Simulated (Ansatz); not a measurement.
C4H6O2, SMILES `COC1C=CO1`, relaxed with RKS PBE-D4/def2-SVP in Ansatz 0.2.0 from a rough embedded geometry. The force threshold is 0.03 eV/Å; the program also tests the step.

The species carries charge 0 and has multiplicity 1.

Start:

```xyz
12

C    -1.129   -1.528   -0.452
O     0.003   -0.833   -0.722
C    -0.030    0.504   -0.230
C     1.390    1.166   -0.175
C     1.142    1.210    1.219
O    -0.044    0.661    1.177
H    -2.027   -1.079   -0.893
H    -1.034   -2.577   -0.931
H    -1.319   -1.688    0.599
H    -0.804    1.137   -0.759
H     2.094    1.430   -0.824
H     1.758    1.598    1.992
```

Q: By how much does the energy fall, and how many steps does the optimiser take? (Estimate.)

A: The calculation gave: 24.09 kcal/mol, in 6 steps.

Q: Which bonds change most? (Estimate.)

A: Ansatz gave: C3–O6 from 1.416 to 1.524 Å; C4–H11 from 0.993 to 1.093 Å; C5–O6 from 1.307 to 1.380 Å; C1–O2 from 1.355 to 1.422 Å.

Q: Give the relaxed structure. (An estimate is asked.)

A: Computed: 
```xyz
12

C    -1.178   -1.543   -0.501
O     0.076   -0.884   -0.628
C     0.064    0.412   -0.204
C     1.378    1.152   -0.189
C     1.205    1.267    1.148
O     0.027    0.567    1.312
H    -1.989   -0.980   -1.019
H    -1.074   -2.540   -0.969
H    -1.459   -1.670    0.567
H    -0.825    0.980   -0.576
H     2.090    1.483   -0.950
H     1.687    1.755    2.009
```
